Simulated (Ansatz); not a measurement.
A displaced shape of singlet CO2:

```csv
atom,x (Å),y (Å),z (Å)
O,-0.0130,-0.0123,-1.2060
C,-0.0472,0.0129,-0.0104
O,0.0186,0.0373,1.1318
```

It was optimised with HF/def2-SVP in Ansatz (development build ahead of 0.2.0) to forces under 0.001 eV/Å, with restricted orbitals. Each step stands on the lowest determinant of that kind that the program's search found.

Task: What shape does it relax to, and how does the optimisation go?

Result:

| atom | x (Å) | y (Å) | z (Å) |
| --- | --- | --- | --- |
| O | -0.0295 | -0.0115 | -1.1648 |
| C | -0.0138 | 0.0126 | -0.0282 |
| O | 0.0018 | 0.0368 | 1.1084 |

Bond lengths: O1–C2 1.137 Å, C2–O3 1.137 Å. Angles: O1–C2–O3 180.0°.

| step | E − E(start) (eV) | largest force (eV/Å) |
| --- | --- | --- |
| 1 | 0.0000 | 6.0573 |
| 2 | -0.2050 | 0.9533 |
| 3 | -0.2123 | 0.5622 |
| 4 | -0.2184 | 0.4335 |
| 5 | -0.2210 | 0.1242 |
| 6 | -0.2210 | 0.0075 |
| 7 | -0.2210 | 0.0000 |

The optimisation ended after 7 steps with its threshold met.
